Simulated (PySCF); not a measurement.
Gas-phase reaction: 3 SiH3Cl + 2 SiCl3 + Si = 3 H3SiSiCl3

Energies from PySCF, thermal terms from the rigid-rotor harmonic-oscillator model, ideal gas at 1 bar. † marks an energy on the PBE0/def2-TZVP geometry and frequencies; other levels use their own. 6-31G* has spherical d functions here. Open shells (unrestricted): SiCl3 (multiplicity 2), Si (multiplicity 3, electronic degeneracy 9); the rest are closed-shell singlets. Spin-orbit splitting is ignored; it lowers the true energy and changes the entropy of Si. B3LYP is the form with VWN-RPA correlation. H3SiSiCl3: computed as isolated molecules; such fragments, hydroxides, amides, oligomers or adducts are transient or little studied in the gas. The harmonic model lacks anharmonicity and excited electronic states, which grow with temperature; levels with a mode under 35 cm⁻¹ are left out. Internal rotation in H3SiSiCl3 is treated as a harmonic vibration of one conformer, which makes the entropy rough.

ΔH° and ΔS° at 298 K: B3LYP/6-31G* -672 kJ, -439 J/K; BLYP/def2-TZVP† -639 kJ, -431 J/K; HF/6-31G* -504 kJ, -445 J/K; HF/def2-TZVP† -504 kJ, -431 J/K.

Question: With the heat capacities included, give log10 K (1 bar) at 600, 800, 1200, 1400, 1800 K from B3LYP/6-31G*, BLYP/def2-TZVP†, HF/6-31G*, HF/def2-TZVP†.

Answer: 
```tsv
T (K)	B3LYP/6-31G*	BLYP/def2-TZVP†	HF/6-31G*	HF/def2-TZVP†
600	36.0	33.5	21.0	21.8
800	21.7	19.9	10.4	11.1
1200	7.6	6.6	-0.1	0.7
1400	3.7	2.8	-3.0	-2.2
1800	-1.5	-2.1	-6.7	-6.0
```
